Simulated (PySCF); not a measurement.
OS, SMILES O=S (connectivity only; charge and spin as stated), neutral, multiplicity 3.

The structure is a stationary point at B3LYP-D3(BJ)/def2-TZVPD.

Method: PySCF with SMD-M06-2X/def2-SVP.

Solvation free energies are E(SMD) − E(gas) at the gas-phase geometry, for 1 M in both phases. In vacuum the dipole moment is 1.75 D.

Question: Rank water, methanol, dimethylsulfoxide by solvation free energy, most negative first.

Answer: dimethylsulfoxide (-3.5 kcal/mol), water (-2.3 kcal/mol), methanol (-2.0 kcal/mol)
